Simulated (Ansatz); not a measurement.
# HNO3: the cost of one run

All numbers are computed with Ansatz 0.2.0, driven from Python. Level of theory: PBE/6-31G*.

## Step 1: The system

Bond lengths: O1–O2 1.450 Å, O2–N3 1.425 Å, N3–O4 1.235 Å, O1–H5 0.972 Å. Angles: O1–O2–N3 110.6°, O2–O1–H5 95.6°, O2–N3–O4 111.0°.

No structure file is read: the coordinates are typed or built in the script.

## Step 2: Script

The input, hno3_freq.py:

```python
"""Vibrations of HNO3."""

import itertools

import ansatz as az
from ase.data import atomic_numbers, covalent_radii
import numpy as np

BASIS = "6-31G*"
XC = "PBE"

geometry_ang = [
    ("O", (-1.3457, -0.4376, 0.1106)),
    ("O", (0.0158, -0.2139, 0.5577)),
    ("N", (0.6223, 0.8372, -0.1898)),
    ("O", (1.8259, 0.9278, 0.0715)),
    ("H", (-1.1183, -1.1135, -0.55)),
]
hno3 = az.Crystal.molecule()
for symbol, xyz in geometry_ang:
    hno3 = hno3.atom(symbol, xyz)

calc = hno3.calculation().basis(gaussian=BASIS).functional(XC)
symbols = [site.symbol for site in hno3.cartesian_sites]
start = np.array([site.position_ang for site in hno3.cartesian_sites], dtype=float)
report = calc.relax(force_tolerance=0.003).run(threads=1, pin="off").report
end = np.array(report["positions_ang"])

# pairs closer than 1.2 times the sum of covalent radii, before or after
radius = [covalent_radii[atomic_numbers[s]] for s in symbols]
span = lambda where, i, j: np.linalg.norm(where[i] - where[j])
bonded = [(i, j) for i, j in itertools.combinations(range(len(symbols)), 2) if min(span(start, i, j), span(end, i, j)) < 1.2 * (radius[i] + radius[j])]
print("pair        before    after (A)")
for i, j in bonded:
    print(f"{symbols[i]}{i}-{symbols[j]}{j}".ljust(10), f"{span(start, i, j):8.4f} {span(end, i, j):8.4f}")

# same settings at the minimum
minimum = az.Crystal.molecule()
for symbol, place in zip(symbols, end):
    minimum = minimum.atom(symbol, place.tolist())
vibrating = minimum.calculation().basis(gaussian=BASIS).functional(XC).phonons(temperatures=(200, 600, 100))
vib = vibrating.run(threads=1, pin="off").report["vibrations"]
sums = vib["harmonic_sums"]
modes = [m["omega_inv_cm"] for m in sums["modes_at_gamma"] if m["rigid_motion"] == "no"]
for number, w in enumerate(modes, start=1):
    print(f"mode {number:2d} {w:9.1f} 1/cm {w / 8065.544 * 1000:8.2f} meV")
print("imaginary modes:", sum(w < 0 for w in modes), " zero-point energy:", round(sums["zero_point_energy_ev"], 4), "eV")
print("T (K)   F_vib (eV)   S_vib (meV/K)   C_vib (meV/K)")
for row in zip(sums["temperatures_k"], sums["vibrational_free_energy_ev"], vib["entropy_ev_per_k"], vib["heat_capacity_ev_per_k"]):
    print(f"{row[0]:6.1f} {row[1]:11.4f} {1000 * row[2]:13.4f} {1000 * row[3]:15.4f}")
```

## Step 3: The calls as engine input

The engine receives this input (first run):

```yaml
crystal:
  periodic: [false, false, false]
  atoms:
    - { symbol: O, position_ang: [-1.3457, -0.4376, 0.1106] }
    - { symbol: O, position_ang: [0.0158, -0.2139, 0.5577] }
    - { symbol: "N", position_ang: [0.6223, 0.8372, -0.1898] }
    - { symbol: O, position_ang: [1.8259, 0.9278, 0.0715] }
    - { symbol: H, position_ang: [-1.1183, -1.1135, -0.55] }
basis:
  gaussian:
    orbitals: "6-31G*"
hamiltonian:
  xc: pbe
relax:
  f_tol: 0.003
```

## Step 4: Running it

Launch:

```bash
python hno3_freq.py
```

What time and memory should one allow on 1 thread of Arm Neoverse V2, shared host?

About 28 s, with a peak of 0.18 GiB.
